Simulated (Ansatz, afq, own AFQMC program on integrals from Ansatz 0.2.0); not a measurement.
## Where AFQMC and coupled cluster stand for BH2O, doublet

```xyz
4

B     0.0000    0.0000    1.0690
O     0.0000    0.0000   -0.9330
H     0.0000    1.0503    1.6721
H     0.0000   -1.0503    1.6721
```

Connectivity, by distances: BH2 ··· O.

Basis cc-pVDZ. Only valence electrons are correlated. AFQMC by an in-house program on the Cholesky factors that Ansatz 0.2.0 writes for its CCSD(T) run. The CISD trial takes its coefficients from CCSD amplitudes. Released means that phaseless walkers are propagated on without the constraint, phases kept. Error bars are statistical, one sigma.

Determinant: ROHF, the one that the program's search chose, which needn't be the lowest solution. The geometry is a point of a scan.

No full CI on the walks' own integrals is used here; CCSDT(Q) serves as the reference and is uncertain by about the last step of the cluster series.

Cautions: higher spins were not checked; a spin-contaminated unrestricted determinant lies lower (UHF 242 meV lower, ⟨S²⟩ 0.96); the released energies are still falling, so no released level is given (meV from the phaseless value at times in 1/Eh: -35 ± 23 at 0.24, -35 ± 24 at 0.51, -70 ± 27 at 0.99, -181 ± 39 at 1.62, -83 ± 68 at 2.40), though the last usable value meets CCSDT(Q) within the noise.

The T1 diagnostic is 0.0369. The weight of the determinant in the CISD state is 0.869 and the size of the correlated space is 11 electrons in 36 orbitals.

Reference: CCSDT(Q), correlation energy -7.641 eV.

```tsv
level	E − E(reference) (kJ/mol)	share of correlation (%)
HF	737.3	0.00
MP2	113.8	84.56
CCSD	28.8	96.09
CCSD(T)	7.1	99.04
CCSDT	2.1	99.71
ph-AFQMC/CISD	9.2 ± 1.7	98.76
```

A walk keeps the symmetry of its determinant, which the program's search chose and which needn't be the lowest solution, so a lower state of the same spin and another symmetry isn't excluded.
